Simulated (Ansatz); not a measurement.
A made-up structure of AlBH$_{2}$Cl, doublet:

Al1  (-0.497, 0.336, -0.346)
B2  (0.679, -0.460, 0.474)
Cl3  (1.657, -1.123, 1.157)
H4  (-1.247, -0.647, -1.407)
H5  (-0.593, 1.894, 0.122)
(Å)

It is relaxed with PBE-D4/def2-SVP and then PBE0-D4/def2-TZVP (Ansatz 0.2.0). Atoms count as bonded within 1.22 times the sum of their covalent radii (H–H: 0.88 Å). The end point is not checked to be a true minimum.

Does its bonding change? (Judge from chemistry; the calculation decides.)

Computed: No: no bond forms or breaks.

Where it ends: The first stage lowers the energy by 4.77 eV in 6 steps. It ends as AlBH₂Cl ([AlH2][B][Cl]):
```csv
atom,x (Å),y (Å),z (Å)
Al1,-0.6130,0.4155,-0.4279
B2,0.8385,-0.5683,0.5852
Cl3,2.0457,-1.3867,1.4280
H4,-1.4386,-0.4063,-1.5006
H5,-0.8326,1.9458,-0.0848
```

Labels in which every atom is bracketed show which atoms are joined, not bond orders.

For scale, one of the runs: PBE0-D4/def2-TZVP relaxation, 117 basis functions, launched by `ansatz run in.yaml --threads 2 --pin off --events-out ev --progress --plain --max-ram 4352MiB`. The run took about 23 s on 2 CPU threads of an Intel Xeon Platinum 8175M (shared host).
